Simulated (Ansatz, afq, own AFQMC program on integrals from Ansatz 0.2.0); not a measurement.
Where AFQMC and coupled cluster stand for Os⁺, sextet

A free Os cation.

Basis def2-TZVPP with its core potentials. Only valence electrons are correlated. Ansatz 0.2.0 and our own AFQMC program on the same integrals; the CISD trial comes from CCSD amplitudes, and released means the phaseless constraint is let go. Free projection: walkers drawn from exp(T), propagated without any constraint. Its projection time is finite, and what remains of the start isn't in its error. ± is one standard error of the sampling. No spin–orbit coupling. The metal's outer-core s and p shells are frozen, which shifts wave-function levels against functionals.

Determinant: UHF, the one that the program's search chose, which needn't be the lowest solution.

No full CI on the walks' own integrals is used here; CCSDT(Q) serves as the reference and is uncertain by about the last step of the cluster series.

Cautions: no spin-orbit coupling; outer-core shells of the metal frozen.

* T1 diagnostic: 0.0079
* weight of the determinant in the CISD state: 0.957
* ⟨S²⟩ of the determinant: 8.755
* size of the correlated space: 7 electrons in 52 orbitals

```json
{"level": "MP2", "correlation energy (eV)": "-3.3526"}
{"level": "CCSD", "correlation energy (eV)": "-3.4996"}
{"level": "CCSD(T)", "correlation energy (eV)": "-3.5925"}
```

Estimate where phaseless AFQMC with the Hartree–Fock trial lies against CCSD(T) on the same integrals.

3.4 ± 1.1 kJ/mol above CCSD(T).

Reference: CCSDT(Q), correlation energy -3.600 eV. The released energy is read at 1.50 1/Eh (meV from the phaseless value at times in 1/Eh: 1.9 ± 1.6 at 0.24, -2.6 ± 0.8 at 0.50, -2.0 ± 0.8 at 1.00, -3.8 ± 1.0 at 1.50).

| level | E − E(reference) (kJ/mol) | share of correlation (%) |
| --- | --- | --- |
| CCSD(T) | 0.7 | 99.80 |
| CCSDT | 0.1 | 99.96 |
| ph-AFQMC/HF | 4.0 ± 1.1 | 98.84 |
| ph-AFQMC/CISD | 0.4 ± 0.08 | 99.89 |
| released AFQMC | 0.0 ± 0.1 | 100.00 |
| free AFQMC | 0.0 ± 0.09 | 100.00 |

Free projections are given only where their last times agree within the noise and don't stop above the reference; a slow remainder of the start can still hide under it. A walk keeps the symmetry of its determinant, which the program's search chose and which needn't be the lowest solution, so a lower state of the same spin and another symmetry isn't excluded. Released energies are given only where the last usable release times agree within the noise; a slower fall can still hide under it.
